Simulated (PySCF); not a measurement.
## Level of theory and bond dissociation enthalpies: chlorine fluoride

Structure: `FCl` (ClF). Coordinates in Å; atoms count from 1 in this order:
```
F     0.8199    0.0571   -0.0811
Cl   -0.8144   -0.0546    0.0528
```

All levels share the PBE0-D3(BJ)/def2-SVP structures and the PBE0-D3(BJ)/def2-SVP thermal terms; only the single-point energies (PySCF) change. Values are bond dissociation enthalpies (298 K, kJ/mol).

| level | F1–Cl2 | abs. error | time |
| --- | --- | --- | --- |
| HF/aug-cc-pVTZ | 26 | 230.4 | 0.33 s |
| CCSD(T)/aug-cc-pVTZ | 242 | 14.4 | 9.2 s |
| M06-2X/def2-TZVP | 255 | 1.6 | – |
| MP2/aug-cc-pVTZ | 268 | 11.1 | 1.2 s |
| ATcT 1.112 | 256 |  |  |

Times are wall times for all single points of a level on 1 thread of Intel Xeon 6975P-C, a shared host; the dash marks the run that also made the structures.

Hartree-Fock leaves out electron correlation, so its bond energies come out too low, often by 100 kJ/mol or more.

The spread: 242 kJ/mol, from 26 to 268.

Note: spin-orbit coupling is left out of the energies, which matters for open shells on the heavier atoms.
